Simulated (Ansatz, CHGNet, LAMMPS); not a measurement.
**How well does each level of theory give the elastic constant C11 of cubic perovskite SrTiO3 (cubic form, which distorts at low temperature)?**

Reference value: 318 GPa (measured, 273 K, no zero-point or thermal correction; as tabulated in Frostenson et al. (2021), arXiv:2109.07393).

Question: Put these levels in order of the elastic constant C11 that they give for cubic perovskite SrTiO3 (cubic form, which distorts at low temperature), smallest first: CHGNet 0.3.0 (CHGNet), LDA (Ansatz, an electronic-structure program), PBE (Ansatz), ionic model pedone2006 (rigid ions, LAMMPS), r²SCAN (Ansatz).

Answer: ionic model pedone2006 (255 GPa), CHGNet 0.3.0 (285 GPa), PBE (314 GPa), r²SCAN (352 GPa), LDA (383 GPa)

Unless a cell is named, each level is at its own relaxed cell (ionic model pedone2006 12.07, CHGNet 0.3.0 12.27, LDA 11.45, PBE 12.20, r²SCAN 11.93 Å³/atom).

Differences against the reference: ionic model pedone2006 -19.8 %, CHGNet 0.3.0 -10.4 %, LDA +20 %, PBE -1.3 %, r²SCAN +10.7 %.

The measured value isn't corrected to a static lattice, so vibrations enter the comparison. A static lattice is as a rule stiffer than a warm one, by over a tenth in soft solids.  CHGNet 0.3.0, ionic model pedone2006, LDA, r²SCAN, PBE: the relaxation could not lower the start's symmetry, so the cell can be a saddle point above a distorted one. Each level is taken at its own relaxed cell. Cutoffs differ between the levels. Ansatz's density-functional and Hartree–Fock values are scalar-relativistic unless marked +SOC, with PAW data made under PBE.

Empirical potentials (ionic model pedone2006) are fitted to chosen data, which need not cover the solid at hand: agreement can be built in, and what lay outside the fit can be far off. Machine-learned potentials (CHGNet 0.3.0) are trained on DFT data, which may include these solids.

Differences are worked out from the printed values.
